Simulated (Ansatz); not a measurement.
```xyz
7

C     0.0054   -0.0076   -0.8587
C    -0.0032    0.6394    0.5009
C     0.0067   -0.6410    0.4982
H     0.9093    0.0026   -1.4662
H    -0.9275   -0.0040   -1.4664
H     0.0065    1.5821    1.0423
H     0.0097   -1.5911    1.0397
```

RHF on singlet C3H4 was run in several spherical basis sets with Ansatz (development build ahead of 0.2.0).

(1) Rank the basis sets by the total energy that they give, lowest first, with the distance from the lowest.
A. cc-pVDZ
B. STO-3G
C. cc-pVTZ

## Answers

(1) C (0.00 eV), A (0.87 eV), B (39.85 eV).

Totals follow the description of the cores as much as that of the bonds, so this order isn't one of quality for chemistry.
